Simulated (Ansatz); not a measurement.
The end point of a relaxation of HfN. Method: PBE (plane waves to 420 eV, PAW, scalar-relativistic; Ansatz, a quantum-chemistry and plane-wave program).

```
CELL_PARAMETERS angstrom
      0.00000     2.27390     2.27390
      2.27390     0.00000     2.27390
      2.27390     2.27390     0.00000
ATOMIC_POSITIONS crystal
  N  0.00000 0.00000 0.00000
  Hf 0.50000 0.50000 0.50000
```

Problem. Find the space group and the Wyckoff positions (tolerance 0.01 Å).

Solution. Space group Fm-3m (No. 225); a = 4.548 Å, b = 4.548 Å, c = 4.548 Å, α = 90.00°, β = 90.00°, γ = 90.00°

| atom | site | symmetry | x | y | z |
|---|---|---|---|---|---|
| N | 4a | m-3m | 0.0000 | 0.0000 | 0.0000 |
| Hf | 4b | m-3m | 0.5000 | 0.5000 | 0.5000 |

This is the rock salt type.

Problem. Give the shortest distances between elements (the closest pairs, up to four, under 3.6 Å).

Solution. Hf–N 2.27 Å; N–N 3.22 Å; Hf–Hf 3.22 Å.

The volume per atom is 11.76 Å³ and the density is 13.59 g/cm³. The band gap is zero (metallic).

No spin polarisation in the result. The relaxed primitive cell holds an odd number of electrons. A magnetic state may lie lower.

Measured for HfN: a 4.519 Å (0 K or low temperature; as listed in Guo-Xu Zhang et al., New Journal of Physics (2018)). Computed minus measured — a: PBE +0.6 %. The computed values are for a static lattice.

The run could not lose the symmetry of its start.

All atoms sit on sites fixed by symmetry, so only the cell could relax.
